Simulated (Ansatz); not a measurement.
## Relaxing RbMg₂

Theory: DFT PBE, scalar-relativistic, plane waves, PAW (Ansatz). Cutoff 420 eV, Γ-centred k mesh, Gaussian smearing, no spin polarisation in the final step.

RbMg₂ was placed on the sites of a reported TbCd2 cell (P6/mmm, No. 191), with Rb in place of Tb, Mg in place of Cd, at a guessed volume.

```
CELL_PARAMETERS angstrom
5.82649 0.00000 0.00000
-2.91324 5.04588 0.00000
0.00000 0.00000 4.09814
ATOMIC_POSITIONS crystal
Rb 0.00000 0.00000 0.00000
Mg 0.33333 0.66667 0.50000
Mg 0.66667 0.33333 0.50000
```

Steps on the 12×12×12 mesh (3 atoms). 6 of 10 steps are shown, and the free energy counts from the last. Trial steps that were taken back and renewals of the plane-wave basis can be among the rows.

```tsv
step	ΔF (meV/atom)	V (Å³/atom)	P (GPa)
1	5.6	40.16	-0.35
2	4.9	39.75	-0.24
3	4.1	38.82	0.02
6	1.5	37.81	-0.01
7	0.1	36.88	-0.04
10	0.0	36.93	0.00
```

A final relaxation ran on a 12×12×12 mesh. The relaxed crystal, P6/mmm (No. 191):

Space group P6/mmm (No. 191). a = 5.923 Å, b = 5.923 Å, c = 3.646 Å, α = 90.00°, β = 90.00°, γ = 120.00°
```csv
atom,site,symmetry,x,y,z
Rb,1a,6/mmm,0.0000,0.0000,0.0000
Mg,2d,-6m2,0.3333,0.6667,0.5000
```

```
Volume per atom          : 36.93 Å³
Density                  : 2.01 g/cm³
Energy over the elements : 0.28 eV/atom
Gap on the 12×12×12 mesh : 0 eV (a metal)
```

Energies over the elements count from the elements' standard structures at the same level, with no empirical corrections.

The final run used a 12×12×12 mesh on its 3-atom cell and 0.10 eV smearing. The k mesh leaves about 4 meV/atom of noise in metals.

Symmetry constrained the relaxation, so the result can be a saddle point.

Cost: 3 runs of about 3.4 core-minutes in all, on Arm Neoverse V1 (shared hosts).